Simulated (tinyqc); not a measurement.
Inside a calculation. Method: CIS and TDHF on RHF in the sto-6g basis, frozen core, for H2O, spin multiplicity 1. One step of it, computed by the program tinyqc.

Task: CIS matrix, triplets. A(ia,jb) = (e_a - e_i) d_ij d_ab - (ij|ab).

orbital energies (hartree): MO1 -20.520628, MO2 -1.269312, MO3 -0.582623, MO4 -0.479677, MO5 -0.402153, MO6 0.576262, MO7 0.660080

Two-electron integrals over orbitals (pq|rs), unique and non-zero (hartree); the lowest 1 orbital is frozen and left out:
```
(22|22) 0.731433    (32|32) 0.139781    (33|22) 0.645032    (33|33) 0.629537
(42|22) -0.003508   (42|33) 0.004068    (42|42) 0.125440    (43|32) 0.019351
(43|43) 0.051127    (44|22) 0.667123    (44|33) 0.593207    (44|42) -0.100219
(44|44) 0.748412    (52|52) 0.145688    (53|53) 0.028816    (54|52) -0.048970
(54|54) 0.054833    (55|22) 0.750263    (55|33) 0.628608    (55|42) -0.077139
(55|44) 0.712911    (55|55) 0.880663    (62|22) 0.144544    (62|33) 0.080023
(62|42) 0.021554    (62|44) 0.075688    (62|55) 0.154915    (62|62) 0.103105
(63|32) -0.030993   (63|43) -0.028946   (63|63) 0.064724    (64|22) 0.102732
(64|33) 0.047389    (64|42) -0.048796   (64|44) 0.129039    (64|55) 0.129692
(64|62) 0.058320    (64|64) 0.083551    (65|52) 0.055117    (65|54) 0.000753
(65|65) 0.037265    (66|22) 0.622939    (66|33) 0.573934    (66|42) 0.052192
(66|44) 0.558702    (66|55) 0.598056    (66|62) 0.103902    (66|64) 0.047645
(66|66) 0.608189    (72|32) 0.042185    (72|43) -0.036646   (72|63) 0.034838
(72|72) 0.062347    (73|22) 0.139571    (73|33) 0.090351    (73|42) -0.083870
(73|44) 0.147560    (73|55) 0.190783    (73|62) 0.073848    (73|64) 0.090710
(73|66) 0.040721    (73|73) 0.157940    (74|32) -0.079343   (74|43) -0.003379
(74|63) 0.045463    (74|72) -0.014824   (74|74) 0.073130    (75|53) 0.023562
(75|75) 0.023523    (76|32) 0.090960    (76|43) 0.051508    (76|63) -0.057223
(76|72) -0.011791   (76|74) -0.060619   (76|76) 0.110790    (77|22) 0.616955
(77|33) 0.604565    (77|42) -0.010190   (77|44) 0.592930    (77|55) 0.612399
(77|62) 0.065606    (77|64) 0.039456    (77|66) 0.569136    (77|73) 0.081175
(77|77) 0.608830
```

Give: CIS matrix A, triplet.

Result:

CIS matrix A, triplet (hartree), lower triangle:
```
        2>6     2>7     3>6     3>7    4>6    4>7    5>6    5>7
2>6   1.223
2>7   0.000   1.312
3>6   0.000  -0.091   0.585
3>7  -0.091   0.000   0.000   0.638
4>6  -0.052   0.000   0.000  -0.052  0.497
4>7   0.000   0.010  -0.052   0.000  0.000  0.547
5>6   0.000   0.000   0.000   0.000  0.000  0.000  0.380
5>7   0.000   0.000   0.000   0.000  0.000  0.000  0.000  0.450
```
